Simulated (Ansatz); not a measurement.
Compare A (`CO[SiH3]`) with its isomer B (`C[SiH2]O`).

Gas-phase electronic energies from Ansatz, PBE0-D4/def2-TZVP geometries. CCSD(T)/CBS is the MP2 limit (def2-TZVPP, def2-QZVPP) plus CCSD(T) − MP2 in def2-TZVPP, frozen cores. This one scheme is used for every species. DFT in def2-TZVPP. B3LYP here is the variant with VWN-RPA as its local correlation; programs differ in this. One conformer a species, not always the lowest.

Question: Which is lower in electronic energy at CCSD(T)/CBS, and by how much? (An estimate is asked.)

Answer: Ansatz gave: B, by 24.7 kcal/mol.

Question: Give E(B) − E(A) in kcal/mol with CCSD(T)/def2-TZVPP, HF/def2-TZVPP, BLYP-D4, B3LYP, PBE-D4, LDA (SPW92), B2PLYP. (Estimate.)

Answer: Computed: CCSD(T)/def2-TZVPP -23.8, HF/def2-TZVPP -20.7, BLYP-D4 -22.1, B3LYP -22.7, PBE-D4 -24.0, LDA (SPW92) -24.4, B2PLYP -23.5. None reverses the order clearly.

Question: Does the order hold for the free energy at 298.15 K (harmonic terms from PBE0-D4)? (Estimate.)

Answer: The calculation gave: Yes: G(B) − G(A) = -24.3 kcal/mol, for one conformer each.

Largest T1 diagnostic: 0.011.

Leaving LDA and LC-ωPBE aside and taking each functional with its dispersion term where it has one, the values, not all of them listed here, spread over 2.8 kcal/mol, from r2SCAN0-D4 to BLYP-D4. At CCSD(T), def2-SVP lies +5.7 kcal/mol from the extrapolated value and def2-TZVPP +0.9 kcal/mol.
